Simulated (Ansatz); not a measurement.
**BClH4Si: up Jacob's ladder to CCSD(T)**

Aim: compute BClH4Si with functionals from several rungs and with coupled cluster, and see how far each lands from CCSD(T) at the basis-set limit for the atomisation energy.

Program: Ansatz 0.2.0, Gaussian basis. Level of theory: functionals in def2-TZVPP, the program's frozen cores in correlated methods. These are calculated values, not measurements.

The runs, in order: LDA (SPW92), PBE-D4, revPBE-D4, BLYP-D4, r2SCAN-D4, B97M-V, PBE0-D4, B3LYP-D4, r2SCANh-D4, r2SCAN0-D4, HSE06-D4, BHLYP-D4, CAM-B3LYP-D4, LC-ωPBE, ωB97X-V, ωB97M-V, B2PLYP, PBE-QIDH; CCSD(T)/def2-SVP; CCSD(T)/def2-TZVPP; MP2/def2-QZVPP; extrapolation to the limit; RPA on PBE.

### 1 Structure used throughout

The geometry comes from an earlier relaxation with PBE0-D4 in a triple-zeta def2 set; it is a stationary point, not always the lowest conformer.

SMILES `B[SiH2]Cl`, 7 atoms, charge 0, spin multiplicity 1.

Atoms are counted from 1 here; the program's logs count them from 0.

Bond lengths: B1–Si2 2.003 Å, B1–H4 1.197 Å, B1–H5 1.193 Å, Si2–Cl3 2.064 Å, Si2–H6 1.488 Å, Si2–H7 1.488 Å. Angles: Si2–B1–H4 118.0°, Si2–B1–H5 123.6°, H4–B1–H5 118.4°, B1–Si2–Cl3 113.7°, B1–Si2–H6 109.8°, B1–Si2–H7 110.1°, Cl3–Si2–H6 107.4°, Cl3–Si2–H7 107.4°, H6–Si2–H7 108.2°.

### 2 LDA

This LDA is Slater exchange with PW92 correlation.

Contents of in.yaml:

```yaml
crystal:
  periodic: [false, false, false]
  atoms:
    - {symbol: B, position_ang: [-1.019711, 0.003000, -0.689648]}
    - {symbol: Si, position_ang: [0.626985, -0.105926, 0.445197]}
    - {symbol: Cl, position_ang: [1.793681, 1.595890, 0.380320]}
    - {symbol: H, position_ang: [-1.746343, -0.947366, -0.719322]}
    - {symbol: H, position_ang: [-1.315778, 0.962965, -1.333305]}
    - {symbol: H, position_ang: [0.245609, -0.331359, 1.866117]}
    - {symbol: H, position_ang: [1.476857, -1.245303, 0.004843]}
basis:
  gaussian: {orbitals: def2-TZVPP}
hamiltonian: {xc: lda}
output: {orbitals: {seedname: orbitals}}
```

The run is started by

```bash
$ ansatz run in.yaml --threads 2 --pin off --events-out ev --progress --plain --max-ram 4352MiB
```

Further steps of the session: PBE-D4 (GGA); revPBE-D4 (GGA); BLYP-D4 (GGA); r2SCAN-D4 (meta-GGA); B97M-V (meta-GGA); B3LYP-D4 (hybrid); r2SCANh-D4 (hybrid); r2SCAN0-D4 (hybrid); HSE06-D4 (hybrid); BHLYP-D4 (hybrid); CAM-B3LYP-D4 (range-separated); LC-ωPBE (range-separated); ωB97X-V (range-separated); ωB97M-V (range-separated); B2PLYP (double hybrid); PBE-QIDH (double hybrid); CCSD(T) in def2-SVP; CCSD(T) in def2-TZVPP; MP2 in def2-QZVPP; RPA on PBE orbitals.

**Question.** What will the summary of the whole plan be? Wanted: atomisation energy, CCSD(T)/CBS; farthest beyond LDA; mean size of error, GGA; mean size of error, meta-GGA; mean size of error, hybrid; mean size of error, range-separated; mean size of error, double hybrid; gap, smallest and largest; T1 diagnostic.

The runs gave:

| quantity | value |
| --- | --- |
| atomisation energy, CCSD(T)/CBS | 2104.3 kJ/mol |
| functionals within 10.5 kJ/mol (0.5 %) | PBE-D4, PBE0-D4, B3LYP-D4, r2SCANh-D4, r2SCAN0-D4, HSE06-D4, CAM-B3LYP-D4, PBE-QIDH |
| farthest beyond LDA | revPBE-D4 (-35.8 kJ/mol) |
| mean size of error, GGA | 20.4 kJ/mol |
| mean size of error, meta-GGA | 22.5 kJ/mol |
| mean size of error, hybrid | 6.4 kJ/mol |
| mean size of error, range-separated | 15.6 kJ/mol |
| mean size of error, double hybrid | 14.3 kJ/mol |
| gap, smallest and largest | 3.07 eV (LDA (SPW92)), 10.62 eV (LC-ωPBE) |
| T1 diagnostic | 0.0100 |
| triples share of the correlation energy | 3.5 % |

LDA overbinds by 223.5 kJ/mol (11 %). PBE-D4 is off by -2.2 kJ/mol. Double hybrids carry the basis error of their MP2 part in triple zeta, and no dispersion term here, so their miss is partly the set-up's. Taken by rung, hybrid functionals do best (6.4 kJ/mol on average) and meta-GGA ones worst beyond LDA (22.5 kJ/mol). The reference freezes the cores and leaves out relativity and excitations past (T), so misses under about 10.5 kJ/mol can't be ranked. Hartree-Fock recovers 79 % of the binding; the rest is correlation. CCSD(T) in def2-SVP is off by -133.7 kJ/mol, which most functionals beat. Orbital gaps span 3.1 to 10.6 eV; exact exchange widens them.
